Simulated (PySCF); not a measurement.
A core-ionisation job on `[Na][Na]` (disodium).

Computed with delta-SCF UKS SCAN, pcX-2 on the ionised atom, pcseg-1 elsewhere, spin-free X2C (PySCF 2.14.0). Geometry: GFN2-xTB. The input is one job of a driver script: a line of settings, then coordinates in Å.

Input:
```
{"job": {"kind": "xps"}, "charge": 0, "multiplicity": 1}
Na     1.367533    -0.002630    -0.003156
Na    -1.364777     0.003898    -0.010993
```

Output:
```
ground state, core basis on atom 0 (Na), 55 functions
  cycle   1  E = -324.96999860  |g| = 7.07e-02
  cycle   2  E = -324.97072423  |g| = 4.40e-02
  cycle   3  E = -324.97113669  |g| = 9.19e-03
  cycle   4  E = -324.97116106  |g| = 2.68e-03
  cycle   5  E = -324.97116905  |g| = 3.70e-04
  E(ground) = -324.96312946 Eh
hole in Na 1s of atom 0
  cycle   1  E = -284.40470598  |g| = 3.29e+00
  cycle   2  E = -284.99843934  |g| = 1.79e+00
  cycle   3  E = -285.38068397  |g| = 1.81e-01
  cycle   4  E = -285.38529772  |g| = 2.15e-02
  cycle   5  E = -285.38543117  |g| = 1.27e-02
  cycle   6  E = -285.38574999  |g| = 2.92e-03
  cycle   7  E = -285.38576264  |g| = 5.97e-04
  cycle   8  E = -285.38576416  |g| = 3.32e-04
  E(ion) = -285.38542709 Eh   <S^2> = 0.7553   hole on atom = 1.000   binding energy = 1076.964 eV
```

Cycles run on a coarse grid; E(ground) and E(ion) are re-evaluated on a finer one, so they differ from the last cycle. Atoms in this output count from 0.

**Question.** How does the 1s binding energy of Na1 follow from the two total energies?

**Answer.** E(ion) − E(ground) = -285.38542709 − (-324.96312946) = 39.577702 Eh, times 27.211386 eV gives 1076.96 eV.

Main results: Na1s of Na1 1076.96 eV; one atom stands for each set of equivalent ones.

Geometry: GFN2-xTB; no solvent, vibrations or thermal averaging.

Time: 0.4 s. Hardware: x86-64 server, one thread, shared host.
Labels such as C1 count atoms from 1, the log's own numbers from 0.
